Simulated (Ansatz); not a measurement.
Born–Oppenheimer molecular dynamics of AlH₇NP (10 atoms, charge 0, multiplicity 1). It starts at the highest image of a converged band, a first-order saddle point between two minima.

Level of theory: RKS BLYP/6-31G* (Ansatz 0.2.0).

```yaml
ensemble: NVE (velocity Verlet)
time_step: 0.5 fs
steps_asked: 200
starting_velocities_drawn_for: 300 K
seed: 10166
```

First frame:

```xyz
10
Properties=species:S:1:pos:R:3
Al -0.144 0.318 -0.080
H -0.451 -0.149 1.571
H 1.407 0.254 -0.376
N -1.499 -0.300 -1.095
H -2.381 -0.629 -0.699
H -1.655 0.019 -2.053
P -0.438 2.694 0.844
H -1.608 2.742 1.672
H 0.500 2.854 1.917
H -0.496 0.940 1.527
```

Q: How far do the bonds stretch over the last three quarters of this one trajectory? (Pairs bonded in most of those frames.)

A: 
| bond | mean (Å) | spread (Å) | shortest | longest |
| --- | --- | --- | --- | --- |
| Al1–H3 | 1.605 | 0.022 | 1.57 | 1.64 |
| Al1–N4 | 1.820 | 0.036 | 1.75 | 1.87 |
| Al1–P7 | 2.367 | 0.100 | 2.23 | 2.56 |
| H2–H10 | 0.753 | 0.011 | 0.74 | 0.78 |
| N4–H5 | 1.028 | 0.028 | 0.98 | 1.08 |
| N4–H6 | 1.034 | 0.034 | 0.97 | 1.08 |
| P7–H8 | 1.446 | 0.017 | 1.41 | 1.48 |
| P7–H9 | 1.442 | 0.024 | 1.40 | 1.48 |

Mean temperature of the second half: 1159 K. The conserved energy stayed within 0.28 meV per atom of its start (net change 0.06 meV per atom), so the integration is sound. The kinetic energy rose, since the run started high on the potential surface and went downhill. It ends in pieces (AlH5NP + H2), so much of that is their flight and rotation, not heat. A run of 0.1 ps of so small a system gives no equilibrium averages. The orbitals stay closed-shell, which can raise the energy where a bond breaks towards radicals; this wasn't checked here.

The run took 5.7 min on 2 threads of Intel(R) Xeon(R) Platinum 8259CL CPU @ 2.50GHz (Skylake/Cascade Lake), on a shared host, peak memory 0.13 GiB.
